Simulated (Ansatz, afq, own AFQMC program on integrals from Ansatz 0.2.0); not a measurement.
AFQMC on a folder of integrals that Ansatz 0.2.0 wrote.

```yaml
crystal:
  periodic: [false, false, false]
  atoms:
    - {symbol: Ga, position_ang: [0.000000, 0.000000, 0.000000]}
    - {symbol: Br, position_ang: [0.000000, 0.000000, 8.468000]}
basis:
  gaussian: {orbitals: cc-pVDZ}
total_charge: 1
magnetization: {spin_polarized: true, initial_magnetization: 3}
correlation: {method: ccsd_t, electrons: outside_noble_gas, hamiltonian_folder: ham}
```

```sh
$ ansatz run in.yaml --threads 1 --pin off --events-out ev --progress --plain --max-ram 1382MiB
```

afq runs on the folder ham with

```
--method phaseless --trial mp1 --walkers 160 --populations 1 --least-time 40 --time-step 0.0025 --steps-per-block 10 --equilibration-blocks 240 --max-blocks 5 --target-error 0.00144 --factor-cut 1e-05 --start spin_pure --seed 2390 --release-times 0.3,0.6,0.9,1.2 --release-step 0.05 --release-every 40 --taylor-order 6
```

Times are imaginary, in 1/Eh. The walk had a cap of 90 s. Filled inner d shells are frozen with the cores.

```
orbitals 26  electrons 6 3  factors 138 of 636
reference energy -4495.19433854 Eh
CCSD correlation -0.11003720 Eh in 11 cycles, weight of the determinant in the CISD state 0.9469
energy of the start -4495.289409 Eh
 block  time / (1/Eh)  mean weight  energy / Eh
     1     0.025  0.9995  -4495.289974
     2     0.050  1.0004  -4495.290477
     3     0.075  1.0001  -4495.291135
     4     0.100  0.9996  -4495.291656
     5     0.125  0.9999  -4495.292099
     7     0.175  0.9997  -4495.293049
     9     0.225  1.0002  -4495.293717
    11     0.275  1.0004  -4495.294796
    21     0.525  0.9999  -4495.298135
    31     0.775  0.9999  -4495.300299
    41     1.025  0.9996  -4495.301314
    51     1.275  0.9996  -4495.301896
    61     1.525  1.0000  -4495.302373
    71     1.775  1.0002  -4495.304483
    81     2.025  0.9999  -4495.305289
    91     2.275  1.0003  -4495.303879
   101     2.525  0.9998  -4495.304343
   111     2.775  0.9996  -4495.303843
   121     3.025  0.9998  -4495.304654
   131     3.275  1.0003  -4495.304971
   141     3.525  1.0006  -4495.305921
   151     3.775  0.9998  -4495.305303
   156     3.900  0.9997  -4495.306485
   161     4.025  0.9996  -4495.305944
   171     4.275  0.9997  -4495.304431
   181     4.525  1.0005  -4495.305491
   191     4.775  1.0003  -4495.303917
   201     5.025  1.0001  -4495.305374
no energy: too few blocks
(rows thinned)
```

The time cap ended the run before it passed its tests.

A setting was made bad on purpose (too few blocks), but the run ended before it gave an energy.

Cautions: no relativity below Rb; no spin-orbit coupling; inner d shell frozen; lower spins were not checked.
